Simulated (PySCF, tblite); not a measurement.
# CH₃S−: changes of charge, part 1 of 3

What do calculations give for the changes of charge of CH₃S− (`C[S-]`)?

Computed with tblite 0.8.0 and PySCF 2.14.0 and routines of our own; the level stands in each step. Atoms count from 0.

## 1. The starting structure

5 atoms, charge -1, multiplicity 1; geometry from: start built from the parent or by distance geometry.

## 2. Optimising the geometry with GFN2-xTB

The job: settings as JSON, then the geometry in Å.

```
{"job": {"kind": "relax", "xc": "GFN2-xTB", "basis": "xTB"}, "charge": -1, "multiplicity": 1}
C     -0.105500    -0.004500    -0.006100
S      1.635600     0.084400     0.000100
H     -0.406300    -0.678500    -0.834500
H     -0.531600    -0.405700     0.919500
H     -0.575000     1.009900    -0.113400
```

Started as:

```sh
OMP_NUM_THREADS=1 python redox_run.py task.json out
```

The driver reads the jobs from task.json and runs them one after another.

What it wrote:

```text
step      E/eV     max force
  0    -193.21909    1.312
  1    -193.26162    0.582
  2    -193.27580    0.320
  3    -193.28079    0.282
  4    -193.28606    0.222
  5    -193.28800    0.166
  6    -193.28886    0.078
  7    -193.28918    0.068
  8    -193.28941    0.050
  9    -193.28954    0.034
 10    -193.28961    0.019
 11    -193.28963    0.009
```

Run time: 0.03 s. Hardware: 1 thread of Arm Neoverse V1, shared host.

Along the way:

```tsv
step	energy from step 0 (eV)	largest force (eV/Å)
0	0.0000	1.3119
1	-0.0425	0.5824
2	-0.0567	0.3200
3	-0.0617	0.2820
4	-0.0670	0.2216
5	-0.0689	0.1661
6	-0.0698	0.0779
7	-0.0701	0.0685
8	-0.0703	0.0496
9	-0.0704	0.0342
10	-0.0705	0.0194
11	-0.0705	0.0091
```

Close pairs (by a distance rule), those that changed most:

```tsv
bond	before (Å)	after (Å)	change (Å)
C0–S1	1.743	1.805	+0.062
C0–H4	1.123	1.096	-0.027
C0–H2	1.110	1.096	-0.013
C0–H3	1.095	1.096	+0.001
```

The next job starts from the end point, and lists it.

## 3. Vibrational analysis with GFN2-xTB

The job: settings as JSON, then the geometry in Å.

```
{"job": {"kind": "ir", "xc": "GFN2-xTB", "basis": "xTB"}, "charge": -1, "multiplicity": 1}
C     -0.126962    -0.006518    -0.009603
S      1.674534     0.098696     0.028828
H     -0.456476    -0.650041    -0.833846
H     -0.507343    -0.424511     0.929941
H     -0.566508     0.988078    -0.149690
```

What it wrote:

```text
mode    cm-1     km/mol
  1     717.9      6.11
  2     928.2      0.18
  3     928.3      0.18
  4    1329.6     86.66
  5    1501.5      2.85
  6    1501.7      2.85
  7    2858.9    102.05
  8    2859.2    101.87
  9    2898.3     94.31
ZPE 92.851  H(298)-E 103.351  G(298)-E 33.643 kJ/mol  S 233.80 J/(mol K)
```

Wall time 0.07 s (1 thread of Arm Neoverse V1, shared host).

The strongest bands and the atoms that carry them (share of the mass-weighted mode):

```tsv
cm⁻¹	km/mol	atoms
718	6.1	C0 61 %, S1 32 %
928	0.2	H2 45 %, H4 34 %, C0 14 %
1330	86.7	H3 29 %, H2 29 %, H4 29 %, C0 12 %
1502	2.9	H3 52 %, H4 24 %, H2 17 %
1502	2.9	H2 45 %, H4 39 %
2859	102.0	H3 53 %, H2 36 %
2859	101.9	H4 59 %, H2 25 %
2898	94.3	H4 33 %, H2 33 %, H3 32 %
```

## 4. Optimising the geometry at PBE0-D3(BJ)/ma-def2-SVP

The job: settings as JSON, then the geometry in Å.

```
{"job": {"xc": "PBE0", "basis": "ma-def2-SVP", "d3": "d3bj", "grid": 1, "kind": "geom"}, "charge": -1, "multiplicity": 1}
C     -0.126962    -0.006518    -0.009603
S      1.674534     0.098696     0.028828
H     -0.456476    -0.650041    -0.833846
H     -0.507343    -0.424511     0.929941
H     -0.566508     0.988078    -0.149690
```

What it wrote:

```text
step   0  E = -437.78327285  max force = 0.012839
step   1  E = -437.78409153  max force = 0.000570
step   2  E = -437.78409645  max force = 0.000121
optimisation converged
```

Run time: 1.8 s. Hardware: 1 thread of Arm Neoverse V1, shared host.

Relaxation path:

```tsv
step	energy from step 0 (eV)	largest force component (eV/Å)
0	0.0000	0.6602
1	-0.0223	0.0293
2	-0.0224	0.0062
```

Close pairs (by a distance rule), those that changed most:

```tsv
bond	before (Å)	after (Å)	change (Å)
C0–S1	1.805	1.826	+0.021
C0–H4	1.096	1.107	+0.011
C0–H2	1.096	1.107	+0.011
C0–H3	1.096	1.107	+0.011
```

The end geometry stands in the next job.

```tsv
at the end point	value
point group (found at 0.08 Å tolerance)	C3v
rotational constants (GHz, main isotopes)	159.0, 12.853, 12.853
```

## 5. Harmonic vibrations (CH3S−): PBE0-D3(BJ)/ma-def2-SVP

The job: settings as JSON, then the geometry in Å.

```
{"job": {"xc": "PBE0", "basis": "ma-def2-SVP", "d3": "d3bj", "grid": 2, "kind": "hessian"}, "charge": -1, "multiplicity": 1}
C     -0.110494    -0.006245    -0.009692
S      1.712120     0.103338     0.031410
H     -0.472466    -0.651423    -0.833640
H     -0.525671    -0.426250     0.926994
H     -0.586084     0.983772    -0.150661
```

What it wrote:

```text
coarse grid: 4576 points
cycle   1  E = -437.6731464079  dE = -1.044e-01  |g| = 3.999e-01  |ddm| = 2.041e+00
cycle   2  E = -437.6449757438  dE =  2.817e-02  |g| = 5.282e-01  |ddm| = 1.833e+00
cycle   3  E = -437.7429874807  dE = -9.801e-02  |g| = 1.964e-02  |ddm| = 9.454e-01
cycle   4  E = -437.7430873654  dE = -9.988e-05  |g| = 8.294e-03  |ddm| = 5.176e-02
cycle   5  E = -437.7431086990  dE = -2.133e-05  |g| = 1.041e-03  |ddm| = 1.605e-02
cycle   6  E = -437.7431088618  dE = -1.629e-07  |g| = 8.869e-04  |ddm| = 2.960e-03
final grid: 39072 points
cycle   7  E = -437.7841061856  dE = -5.501e-06  |g| = 4.398e-03  |ddm| = 1.675e-02
cycle   8  E = -437.7841026485  dE =  3.537e-06  |g| = 5.612e-03  |ddm| = 1.057e-02
cycle   9  E = -437.7841114176  dE = -8.769e-06  |g| = 3.658e-04  |ddm| = 6.462e-03
cycle  10  E = -437.7841114606  dE = -4.299e-08  |g| = 7.060e-05  |ddm| = 6.121e-04
cycle  11  E = -437.7841114621  dE = -1.506e-09  |g| = 1.972e-05  |ddm| = 1.474e-04
cycle  12  E = -437.7841114623  dE = -1.352e-10  |g| = 2.894e-06  |ddm| = 4.542e-05
cycle  13  E = -437.7841114623  dE = -5.116e-12  |g| = 2.622e-07  |ddm| = 7.680e-06
converged SCF energy = -437.7841114623

mode    cm-1
  1     722.1
  2     927.2
  3     927.2
  4    1303.9
  5    1445.2
  6    1445.2
  7    2965.0
  8    3030.5
  9    3030.6
ZPE 94.487  H(298)-E 104.993  G(298)-E 35.208 kJ/mol  S 234.06 J/(mol K)
```

It took 9.4 s on 1 thread of Arm Neoverse V1, shared host; peak memory 0.64 GiB.

Zero-point energy 94.49 kJ/mol (xTB gave 92.85).

## 6. Single point (CH₃S−): B3LYP-D3(BJ)/ma-def2-TZVP

Geometry: PBE0-D3(BJ)/ma-def2-SVP.

The job: settings as JSON, then the geometry in Å.

```
{"job": {"kind": "sp", "xc": "B3LYP", "basis": "ma-def2-TZVP", "d3": "d3bj", "grid": 2}, "charge": -1, "multiplicity": 1}
C     -0.110494    -0.006245    -0.009692
S      1.712120     0.103338     0.031410
H     -0.472466    -0.651423    -0.833640
H     -0.525671    -0.426250     0.926994
H     -0.586084     0.983772    -0.150661
```

What it wrote:

```text
coarse grid: 4576 points
cycle   1  E = -438.0944954445  dE = -7.901e-02  |g| = 4.545e-01  |ddm| = 1.447e+00
cycle   2  E = -437.0890990231  dE =  1.005e+00  |g| = 1.272e+00  |ddm| = 8.070e+00
cycle   3  E = -438.1660231950  dE = -1.077e+00  |g| = 2.058e-01  |ddm| = 7.993e+00
cycle   4  E = -438.1775665818  dE = -1.154e-02  |g| = 1.126e-01  |ddm| = 2.611e-01
cycle   5  E = -438.1813953744  dE = -3.829e-03  |g| = 3.290e-02  |ddm| = 1.483e-01
cycle   6  E = -438.1817407725  dE = -3.454e-04  |g| = 6.468e-03  |ddm| = 5.975e-02
cycle   7  E = -438.1817528811  dE = -1.211e-05  |g| = 1.518e-03  |ddm| = 9.858e-03
cycle   8  E = -438.1817536673  dE = -7.862e-07  |g| = 1.816e-04  |ddm| = 3.019e-03
final grid: 39072 points
cycle   9  E = -438.1781155492  dE = -1.056e-05  |g| = 3.499e-03  |ddm| = 1.958e-02
cycle  10  E = -438.1781120252  dE =  3.524e-06  |g| = 5.006e-03  |ddm| = 4.966e-03
cycle  11  E = -438.1781182949  dE = -6.270e-06  |g| = 3.727e-04  |ddm| = 3.323e-03
cycle  12  E = -438.1781183366  dE = -4.162e-08  |g| = 6.830e-05  |ddm| = 5.076e-04
cycle  13  E = -438.1781183378  dE = -1.220e-09  |g| = 1.941e-05  |ddm| = 1.110e-04
converged SCF energy = -438.1781183378
```

Wall time 0.94 s (1 thread of Arm Neoverse V1, shared host).

## 7. Single point (CH3S radical): B3LYP-D3(BJ)/ma-def2-TZVP

Geometry: PBE0-D3(BJ)/ma-def2-SVP, that of another charge or spin state.

The job: settings as JSON, then the geometry in Å.

```
{"job": {"kind": "sp", "xc": "B3LYP", "basis": "ma-def2-TZVP", "d3": "d3bj", "grid": 2}, "charge": 0, "multiplicity": 2}
C     -0.110494    -0.006245    -0.009692
S      1.712120     0.103338     0.031410
H     -0.472466    -0.651423    -0.833640
H     -0.525671    -0.426250     0.926994
H     -0.586084     0.983772    -0.150661
```

What it wrote:

```text
final grid: 39072 points
cycle   1  E = -438.0667702058  dE = -1.284e-02  |g| = 2.797e-01  |ddm| = 6.961e-01
cycle   2  E = -438.0655287074  dE =  1.241e-03  |g| = 2.915e-01  |ddm| = 6.103e-01
cycle   3  E = -438.1091213695  dE = -4.359e-02  |g| = 2.632e-02  |ddm| = 3.192e-01
cycle   4  E = -438.1093731615  dE = -2.518e-04  |g| = 1.427e-02  |ddm| = 2.289e-02
cycle   5  E = -438.1094840874  dE = -1.109e-04  |g| = 1.274e-03  |ddm| = 1.063e-02
cycle   6  E = -438.1094855156  dE = -1.428e-06  |g| = 4.294e-04  |ddm| = 1.761e-03
cycle   7  E = -438.1094856508  dE = -1.353e-07  |g| = 1.214e-04  |ddm| = 5.302e-04
cycle   8  E = -438.1094856609  dE = -1.006e-08  |g| = 2.924e-05  |ddm| = 1.396e-04
cycle   9  E = -438.1094856615  dE = -5.829e-10  |g| = 1.125e-05  |ddm| = 3.475e-05
converged SCF energy = -438.1094856615
```

It took 1.7 s on 1 thread of Arm Neoverse V1, shared host.

## 8. Relaxing the molecule with GFN2-xTB

This step treats CH₃S radical, labelled `C[S]` (the label fixes atoms and charge, not where charge and spin sit).

The job: settings as JSON, then the geometry in Å.

```
{"job": {"kind": "relax", "xc": "GFN2-xTB", "basis": "xTB"}, "charge": 0, "multiplicity": 2}
C     -0.094300    -0.012400    -0.015000
S      1.701400     0.112000     0.008400
H     -0.455000    -0.659000    -0.830400
H     -0.528200    -0.411600     0.906400
H     -0.589300     0.979900    -0.139300
```

What it wrote:

```text
step      E/eV     max force
  0    -186.77752    1.146
  1    -186.81077    0.617
  2    -186.83476    0.444
  3    -186.84334    0.339
  4    -186.84763    0.109
  5    -186.84818    0.070
  6    -186.84837    0.029
  7    -186.84843    0.026
  8    -186.84848    0.024
  9    -186.84852    0.026
 10    -186.84855    0.016
 11    -186.84855    0.004
```

Wall time 0.03 s (1 thread of Arm Neoverse V1, shared host).

Relaxation path:

```tsv
step	energy from step 0 (eV)	largest force (eV/Å)
0	0.0000	1.1459
1	-0.0332	0.6171
2	-0.0572	0.4439
3	-0.0658	0.3390
4	-0.0701	0.1089
5	-0.0707	0.0703
6	-0.0708	0.0292
7	-0.0709	0.0260
8	-0.0710	0.0242
9	-0.0710	0.0265
10	-0.0710	0.0162
11	-0.0710	0.0045
```

Distances of close pairs at the start and the end, largest changes first:

```tsv
bond	before (Å)	after (Å)	change (Å)
C0–H4	1.116	1.087	-0.029
C0–H2	1.101	1.087	-0.014
C0–S1	1.800	1.792	-0.008
C0–H3	1.094	1.087	-0.007
```

The final coordinates are the input of the step that follows.

## 9. Infrared spectrum with GFN2-xTB

The job: settings as JSON, then the geometry in Å.

```
{"job": {"kind": "ir", "xc": "GFN2-xTB", "basis": "xTB"}, "charge": 0, "multiplicity": 2}
C     -0.139971    -0.007820    -0.016613
S      1.648307     0.109149     0.017459
H     -0.434762    -0.653564    -0.839816
H     -0.483707    -0.425718     0.926211
H     -0.555217     0.986849    -0.157200
```

What it wrote:

```text
mode    cm-1     km/mol
  1     759.4     22.61
  2     902.4      3.49
  3     902.8      3.48
  4    1305.3      0.18
  5    1421.7      8.83
  6    1422.0      8.85
  7    3017.0      0.03
  8    3021.1      2.19
  9    3021.4      2.21
ZPE 94.344  H(298)-E 104.843  G(298)-E 33.470 kJ/mol  S 239.39 J/(mol K)
```

Wall time 0.08 s (1 thread of Arm Neoverse V1, shared host).

Which atoms move in the most intense modes:

```tsv
cm⁻¹	km/mol	atoms
759	22.6	C0 60 %, S1 32 %
902	3.5	H2 46 %, H4 32 %, C0 14 %
903	3.5	H3 49 %, H4 24 %, C0 14 %, H2 11 %
1305	0.2	H3 29 %, H4 29 %, H2 29 %, C0 13 %
1422	8.8	H3 51 %, H4 27 %, H2 16 %
1422	8.8	H2 47 %, H4 36 %, H3 12 %
3021	2.2	H3 49 %, H2 33 %
3021	2.2	H4 56 %, H2 33 %
```

## 10. Relaxing the molecule at PBE0-D3(BJ)/ma-def2-SVP

This step treats CH₃S radical, labelled `C[S]` (the label fixes atoms and charge, not where charge and spin sit).

The job: settings as JSON, then the geometry in Å.

```
{"job": {"xc": "PBE0", "basis": "ma-def2-SVP", "d3": "d3bj", "grid": 1, "kind": "geom"}, "charge": 0, "multiplicity": 2}
C     -0.139971    -0.007820    -0.016613
S      1.648307     0.109149     0.017459
H     -0.434762    -0.653564    -0.839816
H     -0.483707    -0.425718     0.926211
H     -0.555217     0.986849    -0.157200
```

What it wrote:

```text
step   0  E = -437.71807759  max force = 0.013067
step   1  E = -437.71906902  max force = 0.001743
step   2  E = -437.71909100  max force = 0.000954
step   3  E = -437.71910622  max force = 0.000802
step   4  E = -437.71911230  max force = 0.000495
step   5  E = -437.71911471  max force = 0.000081
optimisation converged
```

Run time: 6.2 s. Hardware: 1 thread of Arm Neoverse V1, shared host.

The steps of the relaxation:

```tsv
step	energy from step 0 (eV)	largest force component (eV/Å)
0	0.0000	0.6719
1	-0.0270	0.0896
2	-0.0276	0.0491
3	-0.0280	0.0412
4	-0.0282	0.0255
5	-0.0282	0.0042
```

Close pairs (by a distance rule), those that changed most:

```tsv
bond	before (Å)	after (Å)	change (Å)
C0–H2	1.087	1.105	+0.018
C0–H4	1.087	1.100	+0.013
C0–H3	1.087	1.100	+0.013
C0–S1	1.792	1.788	-0.004
```

The end geometry stands in the next job.

```tsv
at the end point	value
rotational constants (GHz, main isotopes)	156.8, 13.486, 13.458
dipole moment (D)	1.85
⟨S²⟩	0.754
```

## 11. Harmonic vibrations (CH₃S radical, C[S]): PBE0-D3(BJ)/ma-def2-SVP

The job: settings as JSON, then the geometry in Å.

```
{"job": {"xc": "PBE0", "basis": "ma-def2-SVP", "d3": "d3bj", "grid": 2, "kind": "hessian"}, "charge": 0, "multiplicity": 2}
C     -0.122589     0.010983     0.008986
S      1.663683     0.084122    -0.033925
H     -0.431230    -0.639111    -0.829185
H     -0.496215    -0.444563     0.937529
H     -0.579836     0.998217    -0.151947
```

What it wrote:

```text
coarse grid: 4576 points
cycle   1  E = -437.6693042722  dE = -5.574e-02  |g| = 9.643e-02  |ddm| = 1.493e+00
cycle   2  E = -437.6754033840  dE = -6.099e-03  |g| = 6.395e-02  |ddm| = 2.425e-01
cycle   3  E = -437.6776058981  dE = -2.203e-03  |g| = 1.818e-02  |ddm| = 8.425e-02
cycle   4  E = -437.6777810247  dE = -1.751e-04  |g| = 9.024e-03  |ddm| = 3.087e-02
cycle   5  E = -437.6778369122  dE = -5.589e-05  |g| = 1.754e-03  |ddm| = 1.407e-02
cycle   6  E = -437.6778392128  dE = -2.301e-06  |g| = 4.984e-04  |ddm| = 3.270e-03
final grid: 39072 points
cycle   7  E = -437.7191213605  dE = -5.830e-06  |g| = 3.525e-03  |ddm| = 1.178e-02
cycle   8  E = -437.7191172016  dE =  4.159e-06  |g| = 4.444e-03  |ddm| = 7.351e-03
cycle   9  E = -437.7191279129  dE = -1.071e-05  |g| = 1.787e-04  |ddm| = 4.299e-03
cycle  10  E = -437.7191279362  dE = -2.327e-08  |g| = 4.675e-05  |ddm| = 2.858e-04
cycle  11  E = -437.7191279420  dE = -5.851e-09  |g| = 2.495e-05  |ddm| = 1.680e-04
cycle  12  E = -437.7191279464  dE = -4.387e-09  |g| = 1.886e-05  |ddm| = 1.505e-04
cycle  13  E = -437.7191279508  dE = -4.368e-09  |g| = 1.812e-05  |ddm| = 1.579e-04
cycle  14  E = -437.7191279579  dE = -7.096e-09  |g| = 1.739e-05  |ddm| = 2.649e-04
cycle  15  E = -437.7191279915  dE = -3.363e-08  |g| = 1.398e-05  |ddm| = 1.436e-03
cycle  16  E = -437.7191280364  dE = -4.489e-08  |g| = 6.963e-06  |ddm| = 3.106e-03
cycle  17  E = -437.7191280449  dE = -8.542e-09  |g| = 2.155e-06  |ddm| = 1.771e-03
cycle  18  E = -437.7191280452  dE = -2.152e-10  |g| = 6.101e-07  |ddm| = 2.579e-04
cycle  19  E = -437.7191280452  dE = -8.583e-12  |g| = 3.810e-07  |ddm| = 6.943e-05
converged SCF energy = -437.7191280452

mode    cm-1
  1     567.7
  2     745.5
  3     855.7
  4    1312.7
  5    1343.0
  6    1443.7
  7    3036.5
  8    3135.2
  9    3160.0
ZPE 93.309  H(298)-E 104.181  G(298)-E 29.546 kJ/mol  S 250.33 J/(mol K)
```

Run time: 18 s. Hardware: 1 thread of Arm Neoverse V1, shared host; peak memory 0.7 GiB.

Zero-point energy 93.31 kJ/mol (xTB gave 94.34).

(Continued in part 2 of 3.)
